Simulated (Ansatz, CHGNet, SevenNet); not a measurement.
# HgS (P3₂21, No. 154): properties by level of theory

```
level (code)    lattice constant a (Å)  c axis length (Å)
--------------  ----------------------  -----------------
CHGNet 0.3.0                     4.498                [?]
SevenNet-l3i5                    4.415              9.768
HSE06 (Ansatz)                     [?]              9.712
```

Question: Fill in the missing entries.

Answer: 
- CHGNet 0.3.0, c axis length (Å): 9.918
- HSE06 (Ansatz, an electronic-structure program), lattice constant a (Å): 4.406

Ansatz's density-functional and Hartree–Fock values are scalar-relativistic unless marked +SOC, with PAW data made under PBE.

The computed numbers hold no vibrational or temperature effects.
